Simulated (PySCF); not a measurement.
Gas-phase reaction: SiH₂Cl + SiHCl₂ ⇌ HCl + 2 SiHCl

Computed with PySCF (xtb for GFN2) and rigid-rotor harmonic-oscillator thermochemistry at 1 bar. † marks an energy on the PBE0/def2-TZVP geometry and frequencies; other levels use their own. Open shells (unrestricted): SiH₂Cl (multiplicity 2), SiHCl₂ (multiplicity 2); the rest are closed-shell singlets. GFN2 has no spin-polarisation term. SiH₂Cl, SiHCl₂, SiHCl: computed as isolated molecules; such fragments, hydroxides, amides, oligomers or adducts are transient or little studied in the gas.

ωB97M-V/def2-TZVP† gives ΔH°(298 K) = 132 kJ.

**Question.** What do PBE0/def2-QZVP†, r2SCAN/def2-TZVP†, GFN2-xTB give?

**Answer.** PBE0/def2-QZVP†: 179 kJ; r2SCAN/def2-TZVP†: 212 kJ; GFN2-xTB: 114 kJ. For scale, ΔH°(298 K) is 132 kJ at this level, 166 kJ at ωB97X-V/def2-TZVP†, and runs from 114 to 215 kJ over the 20 levels computed.
